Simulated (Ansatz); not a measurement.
**BH₃S (triplet): wave-function methods side by side at distance B1–H4 along a hydrogen transfer = 1.387 Å, cc-pVDZ**

Aim: climb from Hartree-Fock through coupled cluster and multireference methods for BH₃S (triplet) at one geometry and basis, and see what each rung misses.

Computed with Ansatz 0.2.0, Gaussian basis. Level: cc-pVDZ, correlated electrons: outside noble gas.

To be run: UHF; CCSD(T) on ROHF; CCSD(T) on UHF; BCCD(T) on ROHF; CISD; CCSDT(Q) on ROHF; CCSDT(Q) on UHF; CASSCF and MRCISD+Q, 4 electrons in 4 orbitals; CASSCF and NEVPT2, 4 electrons in 4 orbitals; CASSCF and NEVPT2, 12 electrons in 11 orbitals.

**1. The system**

The geometry derives from fragments relaxed apart (PBE0/def2-TZVP) and kept rigid, so it is no stationary point. A hydrogen atom is moved between rigid fragments.

5 atoms, charge 0, spin multiplicity 3.

Atoms are counted from 1 here; the program's logs count them from 0.

Bond lengths: B1–H2 1.193 Å, B1–H3 1.193 Å, B1–H4 1.387 Å. Angles: H2–B1–H3 120.0°, H2–B1–H4 120.0°, H3–B1–H4 120.0°.

In the tables R marks a restricted open-shell determinant and U an unrestricted one; 'pair' is the active space of 4 electrons in 4 orbitals; 'valence' is the active space of 12 electrons in 11 orbitals; correlation energies count from the lowest restricted Hartree-Fock solution.

**2. UHF**

The input, in.yaml:

```yaml
crystal:
  periodic: [false, false, false]
  atoms:
    - {symbol: B, position_ang: [-2.274656, 0.000000, 0.000000]}
    - {symbol: H, position_ang: [-2.871390, 1.033571, 0.000000]}
    - {symbol: H, position_ang: [-2.871390, -1.033571, 0.000000]}
    - {symbol: H, position_ang: [-0.887656, 0.000000, 0.000000]}
    - {symbol: S, position_ang: [0.975344, 0.000000, 0.000000]}
basis:
  gaussian: {orbitals: cc-pVDZ}
magnetization: {spin_polarized: true, initial_magnetization: 2}
hamiltonian: {xc: hf}
output: {orbitals: {seedname: orbitals}}
```

Started as:

```bash
$ ansatz run in.yaml --threads 1 --pin off --events-out ev --progress --plain --max-ram 2393MiB
```

The runs that follow: CCSD(T) on ROHF; CCSD(T) on UHF; BCCD(T) on ROHF; CISD; CCSDT(Q) on ROHF; CCSDT(Q) on UHF; CASSCF and MRCISD+Q, 4 electrons in 4 orbitals; CASSCF and NEVPT2, 4 electrons in 4 orbitals; CASSCF and NEVPT2, 12 electrons in 11 orbitals.

Before running them: what should the planned runs give, taken together? Wanted: correlation energy, UCCSDT(Q); RMP2 from UCCSDT(Q); UMP2 from UCCSDT(Q); RCCSD from UCCSDT(Q); RCCSD(T) from UCCSDT(Q); UCCSD(T) from UCCSDT(Q); RCCSDT(Q) from UCCSDT(Q); NEVPT2 pair from UCCSDT(Q); MRCISD+Q pair from UCCSDT(Q).

As calculated:

| quantity | value |
| --- | --- |
| correlation energy, UCCSDT(Q) | -6.5147 eV |
| RMP2 from UCCSDT(Q) | +29.44 kcal/mol |
| UMP2 from UCCSDT(Q) | +29.92 kcal/mol |
| RCCSD from UCCSDT(Q) | +3.21 kcal/mol |
| RCCSD(T) from UCCSDT(Q) | +0.69 kcal/mol |
| UCCSD(T) from UCCSDT(Q) | +0.68 kcal/mol |
| RCCSDT(Q) from UCCSDT(Q) | +0.01 kcal/mol |
| NEVPT2 pair from UCCSDT(Q) | +28.42 kcal/mol |
| MRCISD+Q pair from UCCSDT(Q) | +0.44 kcal/mol |
| NEVPT2 valence from UCCSDT(Q) | +29.21 kcal/mol |
| levels of the table within 1 kcal/mol (43 meV) | RCCSD(T), UCCSD(T), BCCD(T), RCCSDT, UCCSDT, RCCSDT(Q), MRCISD+Q pair |
| T1 diagnostic | 0.018 |
| effectively unpaired electrons | 2.01 |

In words: RCCSD(T) lands +0.69 kcal/mol from the yardstick (0.5 % of the correlation energy). One determinant dominates. Of the multireference levels listed MRCISD+Q pair comes nearest in total energy (+0.44 kcal/mol), which doesn't show that its space is the better one. These misses are within one basis, not against nature; the frozen cores of restricted and unrestricted runs differ, which can shift their rows.
